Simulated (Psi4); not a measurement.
**BH2Cl (SMILES BCl), step by step**

Wanted: a geometry optimisation (BLYP/6-311G**), then the harmonic vibrations, then the energy (CCSD(T)/cc-pVDZ), then the vertical excitations (TD-BLYP/6-311G**) of BH2Cl. 

The calculation is run with Psi4 1.11.

### Step 1. The molecule

BH2Cl: 4 atoms, total charge 0, spin state singlet. SMILES: `BCl`. The shape is that of a PBE0-D4/def2-TZVP optimisation. The run starts from this shape.

Bond lengths: B1–Cl2 1.733 Å, B1–H3 1.190 Å, B1–H4 1.190 Å. Angles: Cl2–B1–H3 118.1°, Cl2–B1–H4 118.1°, H3–B1–H4 123.7°.

### Step 2. A geometry optimisation at BLYP/6-311G(d,p) (density fitting) (run 1)

Input file calc.in:

```
memory 1600 mb

molecule {
  0 1
  B
  Cl 1 R2
  H 1 R3 2 A3
  H 1 R4 3 A4 2 D4

  R2 = 1.733129
  R3 = 1.190198
  A3 = 118.12329
  R4 = 1.1901
  A4 = 123.74734
  D4 = -179.99888
}

set {
  basis 6-311G**
  geom_maxiter 60
}

e = opt("blyp")
```

Started as:

```
$ psi4 -i calc.in -o calc.out -n 1
```

calc.out:

```text
[...]
  Running in c1 symmetry.
[...]
  Nuclear repulsion =   37.783013219518132
[...]
  Multiplicity = 1
[...]
  Nalpha       = 12
  Nbeta        = 12
[...]
    Number of basis functions: 56
[...]
   @DF-RKS iter   1:  -486.13988628394213   -1.88126e-01   7.74949e-03 DIIS/ADIIS
[...]
   @DF-RKS iter   6:  -486.26257766319583   -5.40012e-12   5.07552e-09 DIIS
[...]
    Orbital Energies [Eh]
    ---------------------
    Doubly Occupied:
       1A   -100.766242     2A     -9.195380     3A     -7.026371
       4A     -7.022679     5A     -7.018591     6A     -6.588713
       7A     -0.771464     8A     -0.468381     9A     -0.360867
      10A     -0.357818    11A     -0.318396    12A     -0.266853
[...]
  @DF-RKS Final Energy:  -486.26257766319583
   => Energetics <=
    Nuclear Repulsion Energy =             37.2981510149483597
    One-Electron Energy =                -743.2780847915328195
    Two-Electron Energy =                 252.7076832028337776
    DFT Exchange-Correlation Energy =     -32.9903270894452234
    Empirical Dispersion Energy =           0.0000000000000000
    VV10 Nonlocal Energy =                  0.0000000000000000
    Total Energy =                       -486.2625776631958274
[...]
 Multipole Moments:
 ------------------------------------------------------------------------------------
     Multipole            Electronic (a.u.)      Nuclear  (a.u.)        Total (a.u.)
 ------------------------------------------------------------------------------------
 L = 1.  Multiply by 2.5417464519 to convert [e a0] to [Debye]
 Dipole X            :          0.0011486           -0.0009615            0.0001871
 Dipole Y            :          0.0000005           -0.0000004            0.0000000
 Dipole Z            :          2.3734479           -2.6587783           -0.2853304
 Magnitude           :                                                    0.2853305
[...]
  -Total Gradient:
     Atom            X                  Y                   Z
    ------   -----------------  -----------------  -----------------
       1        0.000070474235    -0.000000044505     0.000074054918
       2       -0.000016836984    -0.000000069033     0.000022928147
       3       -0.000026827186    -0.000027082488    -0.000043525285
       4       -0.000026801406     0.000027196125    -0.000043350058
[...]
    Final optimized geometry and variables:
    Molecular point group: c1
    Full point group: C1
    Geometry (in Angstrom), charge = 0, multiplicity = 1:
    B
    CL            1          R2
    H             1          R3      2          A3
    H             1          R4      3          A4      2          D4
    A3        =  117.7431560675
    A4        =  124.5137899116
    D4        =  179.9400420368
    R2        =    1.7621097351
    R3        =    1.1896321985
    R4        =    1.1896318810
[...]
```

On the terminal:

```text
Optimizer: Optimization complete!
```

Run time: 13 s. Hardware: 1 thread of AMD EPYC 7B13 (Zen 3), shared host; peak memory 0.36 GiB.

Steps, from the record of the run:

```csv
step,energy from the first frame kept (eV),largest force (eV/Å)
0,0.0000,0.6463
1,-0.0082,0.2215
2,-0.0090,0.0568
3,0.0060,0.5332
4,-0.0091,0.0319
5,-0.0091,0.0053
```

After the run. Bond lengths: B1–Cl2 1.762 Å, B1–H3 1.190 Å, B1–H4 1.190 Å. Angles: Cl2–B1–H3 117.7°, Cl2–B1–H4 117.7°, H3–B1–H4 124.5°.

### Step 3. The harmonic vibrations at BLYP/6-311G(d,p) (density fitting) (run 2)

Input file bclh2.in:

```
memory 1.6 GB

molecule {
  B
  Cl 1 1.762109
  H 1 1.189632 2 117.74314
  H 1 1.189632 3 124.51378 2 179.94009
  units angstrom
}

set globals {
  basis 6-311G**
  t 400.0
  rotational_symmetry_number 2
}

result, w = freq("blyp", return_wfn=True)
print_variables()
```

Started as:

```
$ psi4 bclh2.in bclh2.out -n 1
```

bclh2.out, cut to the lines that bear on the results:

```text
[...]
  Running in c1 symmetry.
[...]
  Nuclear repulsion =   37.298163604535006
[...]
  Multiplicity = 1
[...]
  Nalpha       = 12
  Nbeta        = 12
[...]
    Number of basis functions: 56
[...]
   @DF-RKS iter   1:  -486.14737678068997   -2.17404e-01   7.50682e-03 ADIIS/DIIS
[...]
   @DF-RKS iter  10:  -486.26257677022937   -8.52651e-13   1.78705e-09 DIIS
[...]
    Orbital Energies [Eh]
    ---------------------
    Doubly Occupied:
       1A   -100.766243     2A     -9.195380     3A     -7.026371
       4A     -7.022679     5A     -7.018591     6A     -6.588713
       7A     -0.771465     8A     -0.468381     9A     -0.360867
      10A     -0.357817    11A     -0.318396    12A     -0.266853
[...]
  @DF-RKS Final Energy:  -486.26257677022937
   => Energetics <=
    Nuclear Repulsion Energy =             37.2981641247243374
    One-Electron Energy =                -743.2781058475645750
    Two-Electron Energy =                 252.7076917815148818
    DFT Exchange-Correlation Energy =     -32.9903268289039389
    Empirical Dispersion Energy =           0.0000000000000000
    VV10 Nonlocal Energy =                  0.0000000000000000
    Total Energy =                       -486.2625767702293729
[...]
 Multipole Moments:
[...]
  -Total Gradient:
     Atom            X                  Y                   Z
    ------   -----------------  -----------------  -----------------
       1        0.000070678871     0.000541184521     0.000074652366
       2       -0.000016772895     0.000101119879     0.000022387269
       3       -0.000026805514    -0.000348923658     0.000210020746
       4       -0.000027091919    -0.000293555775    -0.000296951950
[...]
  ==> Harmonic Vibrational Analysis <==
[...]
  Freq [cm^-1]                 785.9229            852.1751            979.1766
[...]
  IR activ [km/mol]            82.8944              7.7316             28.1769
[...]
  Freq [cm^-1]                1189.4106           2564.8491           2678.3141
[...]
  IR activ [km/mol]            78.1037             91.2619             100.2602
[...]
  Total E_0, Enthalpy at 0 [K]                                                         -486.24196059 [Eh]
[...]
  Total H, Enthalpy at  400.00 [K]                                                     -486.23626446 [Eh]
[...]
  Total G, Gibbs energy at  400.00 [K]                                                 -486.27399084 [Eh]
[...]
```

Run time: 42 s. Hardware: 1 thread of AMD EPYC 7B13 (Zen 3), shared host; peak memory 0.35 GiB.

### Step 4. The energy at CCSD(T)/cc-pVDZ (run 3)

Input file bclh2.xyz:

```xyz
4
BClH2
B     -0.135019     0.026867    -0.085128
Cl     1.371457    -0.397106     0.724691
H     -1.119883    -0.558257     0.235647
H     -0.096857     0.877770    -0.915629
```

Input file run.py:

```python
import psi4

psi4.set_memory('1600 MB')
psi4.set_num_threads(1)
psi4.set_output_file('run.log', False)

with open('bclh2.xyz') as f:
    atoms = ''.join(f.readlines()[2:])
m = psi4.geometry('0 1\n' + atoms + 'symmetry c1')

psi4.set_options({
    'basis': 'cc-pVDZ',
    'scf_type': 'pk',
    'freeze_core': True,
})

e = psi4.energy('ccsd(t)', molecule=m)
print('E =', round(e, 9))
```

Started as:

```
$ python run.py
```

run.log:

```text
[...]
  Running in c1 symmetry.
[...]
  Nuclear repulsion =   37.298156020252783
[...]
  Multiplicity = 1
[...]
  Nalpha       = 12
  Nbeta        = 12
[...]
    Number of basis functions: 42
[...]
   @RHF iter   1:  -485.36490606255120   -5.37753e-01   2.43921e-03 ADIIS/DIIS
[...]
   @RHF iter  10:  -485.37480469592941   -9.09495e-13   1.98543e-09 DIIS
[...]
    Orbital Energies [Eh]
    ---------------------
    Doubly Occupied:
       1A   -104.832771     2A    -10.561088     3A     -8.028117
       4A     -8.026111     5A     -8.025384     6A     -7.678109
       7A     -1.111655     8A     -0.707334     9A     -0.564271
      10A     -0.537996    11A     -0.482077    12A     -0.438350
[...]
  @RHF Final Energy:  -485.37480469592941
   => Energetics <=
    Nuclear Repulsion Energy =             37.2981560202527831
    One-Electron Energy =                -743.3593922792160811
    Two-Electron Energy =                 220.6864315630338638
    Total Energy =                       -485.3748046959294129
[...]
 Multipole Moments:
 ------------------------------------------------------------------------------------
     Multipole            Electronic (a.u.)      Nuclear  (a.u.)        Total (a.u.)
 ------------------------------------------------------------------------------------
 L = 1.  Multiply by 2.5417464519 to convert [e a0] to [Debye]
 Dipole X            :          1.9013498           -2.2728876           -0.3715379
 Dipole Y            :         -0.5343113            0.6390533            0.1047420
 Dipole Z            :          1.0230772           -1.2225771           -0.1995000
 Magnitude           :                                                    0.4345245
[...]
      * MP2 total energy                      = -485.596469940119846
[...]
      * CCSD total energy                     = -485.624831107189209
[...]
      * CCSD(T) total energy                  = -485.630439126727936
```

Standard output:

```text
E = -485.630439127
```

It took 5.1 s on 1 thread of AMD EPYC 7B13 (Zen 3), shared host; peak memory 0.27 GiB.

### Step 5. The excited states at TD-BLYP/6-311G(d,p) (density fitting, save jk yes) (run 4)

Input file bclh2.dat:

```
memory 1600 MB

molecule {
  0 1
  B     -0.135019     0.026867    -0.085128
  Cl     1.371457    -0.397106     0.724691
  H     -1.119883    -0.558257     0.235647
  H     -0.096857     0.877770    -0.915629
}

set basis 6-311G**
set reference rks
set save_jk true

from psi4.driver.procrouting.response.scf_response import tdscf_excitations
e_tot, wfn = energy('blyp', return_wfn=True)
states = tdscf_excitations(wfn, states=6, tda=False)
print_variables()
```

Started as:

```
$ psi4 -n 1 bclh2.dat bclh2.out
```

bclh2.out, cut to the lines that bear on the results:

```text
[...]
  Running in c1 symmetry.
[...]
  Nuclear repulsion =   37.298156020252783
[...]
  Multiplicity = 1
[...]
  Nalpha       = 12
  Nbeta        = 12
[...]
    Number of basis functions: 56
[...]
   @DF-RKS iter   1:  -486.14737686059590   -2.17405e-01   7.50682e-03 ADIIS/DIIS
[...]
   @DF-RKS iter   8:  -486.26257766316593   -3.32210e-09   1.82217e-07 DIIS
[...]
  @DF-RKS Final Energy:  -486.26257766316593
   => Energetics <=
    Nuclear Repulsion Energy =             37.2981560202527831
    One-Electron Energy =                -743.2781085317303678
    Two-Electron Energy =                 252.7077047799345735
    DFT Exchange-Correlation Energy =     -32.9903299316229734
    Empirical Dispersion Energy =           0.0000000000000000
    VV10 Nonlocal Energy =                  0.0000000000000000
    Total Energy =                       -486.2625776631659278
[...]
 Multipole Moments:
 ------------------------------------------------------------------------------------
     Multipole            Electronic (a.u.)      Nuclear  (a.u.)        Total (a.u.)
 ------------------------------------------------------------------------------------
 L = 1.  Multiply by 2.5417464519 to convert [e a0] to [Debye]
 Dipole X            :          2.0289148           -2.2728876           -0.2439728
 Dipole Y            :         -0.5702716            0.6390533            0.0687817
 Dipole Z            :          1.0915769           -1.2225771           -0.1310002
 Magnitude           :                                                    0.2853326
[...]
**********                               WARNING                                **********
**********       The names of excited state variables changed between 1.5       **********
[...]
**********                               WARNING                                **********
**********  Length-gauge rotatory strengths are **NOT** gauge-origin invariant  **********
[...]
                                    Excitation Energy         Total Energy        Oscillator Strength             Rotatory Strength
[...]
Excited State    1 (1 A):   0.16843 au   270.51 nm f = 0.0000
[...]
Excited State    3 (1 A):   0.26354 au   172.89 nm f = 0.0037
[...]
Excited State    4 (1 A):   0.26366 au   172.81 nm f = 0.0000
[...]
Excited State    5 (1 A):   0.31763 au   143.45 nm f = 0.0306
[...]
Excited State    6 (1 A):   0.33753 au   134.99 nm f = 0.0365
[...]
```

Run time: 11 s. Hardware: 1 thread of AMD EPYC 7B13 (Zen 3), shared host; peak memory 0.33 GiB.

The roots found:

```csv
excited state,energy (eV),strength,label
1,4.583,0.0000,A 1
2,6.795,0.1153,A 1
3,7.171,0.0037,A 1
4,7.174,0.0000,A 1
5,8.643,0.0306,A 1
6,9.185,0.0365,A 1
```

### Step 6. Outcome

| quantity | value |
| --- | --- |
| run 1, BLYP/6-311G**: total energy at the end | -486.26258 Eh |
| run 1, BLYP/6-311G**: dipole moment | 0.73 D |
| run 1, BLYP/6-311G**: HOMO energy | -7.26 eV |
| run 1, BLYP/6-311G**: LUMO energy | -2.79 eV |
| run 1, BLYP/6-311G**: HOMO–LUMO gap | 4.48 eV |
| run 2, BLYP/6-311G**: lowest harmonic wavenumber | 786 cm⁻¹ |
| run 2, BLYP/6-311G**: highest harmonic wavenumber | 2678 cm⁻¹ |
| run 2, BLYP/6-311G**: zero-point energy | 54.1 kJ/mol |
| run 2, BLYP/6-311G**: ideal-gas entropy at 400 K (symmetry number 2 as used) | 59.2 cal/(mol K) |
| run 3, CCSD(T)/cc-pVDZ: total energy | -485.63044 Eh |
| run 3, CCSD(T)/cc-pVDZ: HOMO energy (Hartree–Fock orbitals) | -11.93 eV |
| run 3, CCSD(T)/cc-pVDZ: LUMO energy (Hartree–Fock orbitals) | 1.93 eV |
| run 3, CCSD(T)/cc-pVDZ: HOMO–LUMO gap (Hartree–Fock orbitals) | 13.86 eV |
| run 3, CCSD(T)/cc-pVDZ: correlation energy (6 core orbitals frozen) | -255.6 mEh |
| run 3, CCSD(T)/cc-pVDZ: (T) correction | -5.61 mEh |
| run 3, CCSD(T)/cc-pVDZ: T1 diagnostic | 0.013 |
| run 4, TD-BLYP/6-311G**: ground-state or mean-field energy | -486.26258 Eh |
| run 4, TD-BLYP/6-311G**: dipole moment (BLYP Kohn–Sham density) | 0.73 D |
| run 4, TD-BLYP/6-311G**: HOMO energy (BLYP Kohn–Sham orbitals) | -7.26 eV |
| run 4, TD-BLYP/6-311G**: LUMO energy (BLYP Kohn–Sham orbitals) | -2.79 eV |
| run 4, TD-BLYP/6-311G**: HOMO–LUMO gap (BLYP Kohn–Sham orbitals) | 4.48 eV |
| run 4, TD-BLYP/6-311G**: lowest excitation energy | 4.58 eV |

In words: The optimisation (run 1, BLYP/6-311G**) took 6 steps and changed the energy by -0.009 eV. All 6 modes (run 2, BLYP/6-311G**) are real, so the shape is a minimum at this level. The triples (run 3, CCSD(T)/cc-pVDZ) make up 2.2 % of the correlation energy. The brightest of the 6 transitions from the ground state lies at 6.80 eV (182 nm, f = 0.115); the lowest, at 4.58 eV, has f = 0.000. Roots above 7.3 eV lie over the negative of the HOMO energy, where those of Rydberg kind are poorly described; valence roots are less touched.
